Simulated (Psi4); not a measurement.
# C2HF (fluoroacetylene) at B3LYP/6-31G(d) (spherical functions)

What is the energy change on altering one bond length of C2HF (fluoroacetylene) at B3LYP/6-31G* (spherical functions)? 

Program for the calculation: Psi4 1.11.

1 further run of the same task is left out (set aside as unsound or not needed).

**1. Starting point**

The species is C2HF (4 atoms), meant as a singlet with charge 0. As SMILES, `C#CF`. The coordinates come from a PBE0-D4/def2-TZVP relaxation.

Bond lengths: C1–C2 1.192 Å, C2–F3 1.270 Å, C1–H4 1.063 Å. Angles: C1–C2–F3 180.0°, C2–C1–H4 180.0°.

**2. The energy at B3LYP/6-31G(d) (spherical functions)**

Contents of run_ase.py:

```python
import numpy as np
from ase.calculators.psi4 import Psi4
from ase import Atoms

mol = Atoms(['C', 'C', 'F', 'H'], positions=[
    [-0.361030, 0.453110, -0.290220],
    [0.303270, -0.380840, 0.243810],
    [1.010600, -1.269010, 0.812300],
    [-0.952830, 1.196740, -0.765890],
])
calc = Psi4(atoms=mol, method='b3lyp', basis='6-31G*', memory='2200MB', num_threads=1, charge=0, multiplicity=1, label='psi4-calc')
calc.psi4.set_options({'puream': True, 'e_convergence': 1e-09, 'd_convergence': 1e-08, 'scf_type': 'pk', 'dft_radial_points': 99, 'dft_spherical_points': 590})
mol.calc = calc

print(f'energy: {mol.get_potential_energy():.6f} eV')
```

Launch:

```
$ python run_ase.py
```

psi4-calc.dat:

```text
[...]
  Running in c1 symmetry.
[...]
  Nuclear repulsion =   55.832094169203366
[...]
  Multiplicity = 1
[...]
  Nalpha       = 11
  Nbeta        = 11
[...]
    Number of basis functions: 44
[...]
   @RKS iter   1:  -176.37066165013252   -1.84070e-01   1.26658e-02 DIIS/ADIIS
[...]
   @RKS iter  10:  -176.53350844431083   -4.83169e-13   4.11287e-09 DIIS
[...]
    Orbital Energies [Eh]
    ---------------------
    Doubly Occupied:
       1A    -24.772980     2A    -10.273648     3A    -10.188009
       4A     -1.298225     5A     -0.761579     6A     -0.629272
       7A     -0.525743     8A     -0.514527     9A     -0.514527
      10A     -0.279289    11A     -0.279289
[...]
  @RKS Final Energy:  -176.53350844431083
   => Energetics <=
    Nuclear Repulsion Energy =             55.8320941692033657
    One-Electron Energy =                -352.0928193724153061
    Two-Electron Energy =                 137.2172938266859887
    DFT Exchange-Correlation Energy =     -17.4900770677848563
    Empirical Dispersion Energy =           0.0000000000000000
    VV10 Nonlocal Energy =                  0.0000000000000000
    Total Energy =                       -176.5335084443108258
[...]
 Multipole Moments:
 ------------------------------------------------------------------------------------
     Multipole            Electronic (a.u.)      Nuclear  (a.u.)        Total (a.u.)
 ------------------------------------------------------------------------------------
 L = 1.  Multiply by 2.5417464519 to convert [e a0] to [Debye]
 Dipole X            :          1.7406470           -1.8442565           -0.1036094
 Dipole Y            :         -2.1857491            2.3160865            0.1303373
 Dipole Z            :          1.3991397           -1.4823992           -0.0832595
 Magnitude           :                                                    0.1861582
[...]
```

Standard output:

```text
energy: -4803.721445 eV
```

It took 11 s on 1 thread of Intel Xeon at 2.50GHz (Skylake/Cascade Lake), shared host; peak memory 0.49 GiB.

**3. The distorted shape: energy and forces at B3LYP/6-31G(d) (spherical functions)**

Contents of input.inp:

```
memory 2200 MB

molecule molecule1 {
  C      0.349136    -0.439254     0.280589
  C      1.013436    -1.273204     0.814619
  F      1.720766    -2.161374     1.383109
  H     -0.952830     1.196740    -0.765890
  symmetry c1
}

set {
  basis 6-31G*
  reference rks
  puream true
  e_convergence 1e-09
  d_convergence 1e-08
  scf_type pk
  dft_radial_points 99
  dft_spherical_points 590
}

energy_value, wavefunction = gradient("b3lyp", return_wfn=True)
oeprop(wavefunction, "MAYER_INDICES", "MULLIKEN_CHARGES", "WIBERG_LOWDIN_INDICES", title="B3LYP")
print_variables()
```

Launch:

```
$ psi4 -n 1 input.inp input.out
```

input.out:

```text
[...]
  Running in c1 symmetry.
[...]
  Nuclear repulsion =   53.335007375164722
[...]
  Multiplicity = 1
[...]
  Nalpha       = 11
  Nbeta        = 11
[...]
    Number of basis functions: 44
[...]
   @RKS iter   1:  -175.95089813262243    1.19330e-02   1.52477e-02 DIIS/ADIIS
[...]
   @RKS iter  12:  -176.31742630400345   -1.30171e-11   3.63617e-09 DIIS
[...]
    Orbital Energies [Eh]
    ---------------------
    Doubly Occupied:
       1A    -24.765330     2A    -10.269298     3A    -10.225176
       4A     -1.290819     5A     -0.753635     6A     -0.618112
       7A     -0.507609     8A     -0.507609     9A     -0.347711
      10A     -0.273340    11A     -0.273340
[...]
  @RKS Final Energy:  -176.31742630400345
   => Energetics <=
    Nuclear Repulsion Energy =             53.3350073751647216
    One-Electron Energy =                -347.1835387129113997
    Two-Electron Energy =                 134.8658786988671352
    DFT Exchange-Correlation Energy =     -17.3347736651238868
    Empirical Dispersion Energy =           0.0000000000000000
    VV10 Nonlocal Energy =                  0.0000000000000000
    Total Energy =                       -176.3174263040034475
[...]
 Multipole Moments:
 ------------------------------------------------------------------------------------
     Multipole            Electronic (a.u.)      Nuclear  (a.u.)        Total (a.u.)
 ------------------------------------------------------------------------------------
 L = 1.  Multiply by 2.5417464519 to convert [e a0] to [Debye]
 Dipole X            :          2.1822015           -2.5101111           -0.3279096
 Dipole Y            :         -2.7404616            3.1527707            0.4123091
 Dipole Z            :          1.7540712           -2.0175921           -0.2635209
 Magnitude           :                                                    0.5890389
[...]
  -Total Gradient:
     Atom            X                  Y                   Z
    ------   -----------------  -----------------  -----------------
       1        0.050399529365    -0.063304077593     0.040511654404
       2       -0.002122503644     0.002647985738    -0.001705735273
       3       -0.012648631093     0.015887888379    -0.010168083417
       4       -0.035628989302     0.044768950023    -0.028638312951
[...]
  Mulliken Charges: (a.u.)
   Center  Symbol    Alpha    Beta     Spin     Total
       1     C     3.08511  3.08511  0.00000 -0.17023
       2     C     2.89419  2.89419  0.00000  0.21162
       3     F     4.59992  4.59992  0.00000 -0.19984
       4     H     0.42077  0.42077  0.00000  0.15845
   Total alpha = 11.00000, Total beta = 11.00000, Total charge =  0.00000
  Mayer Bond Indices:
[...]
```

Wall time 12 s (1 thread of Intel Xeon at 2.50GHz (Skylake/Cascade Lake), shared host); peak memory 0.46 GiB.

**4. Outcome**

At B3LYP/6-31G* (spherical functions):

| quantity | value |
| --- | --- |
| first shape: total energy | -176.53351 Eh |
| first shape: dipole moment | 0.47 D |
| first shape: HOMO energy | -7.60 eV |
| first shape: LUMO energy | 2.09 eV |
| first shape: HOMO–LUMO gap | 9.69 eV |
| distorted shape: total energy | -176.31743 Eh |
| distorted shape: dipole moment | 1.50 D |
| distorted shape: HOMO energy | -7.44 eV |
| distorted shape: LUMO energy | -5.31 eV |
| distorted shape: HOMO–LUMO gap | 2.13 eV |
| distorted shape: largest force on an atom | 4.653 eV/Å |
| energy change with the C1–H4 bond stretched from 1.063 to 2.338 Å | 5.880 eV |

What this shows: One bond (distorted shape) is far stretched, which a spin-restricted single reference describes badly; a broken-symmetry solution may lie lower. With the C1–H4 bond stretched from 1.063 to 2.338 Å the energy rises by 5.88 eV (136 kcal/mol). The first shape isn't relaxed at this level, so the change isn't measured from a minimum. A restricted reference can't describe the breaking bond well at this length. Mulliken charges (distorted shape) run from -0.20 on F3 to +0.21 on C2; they depend strongly on the basis.
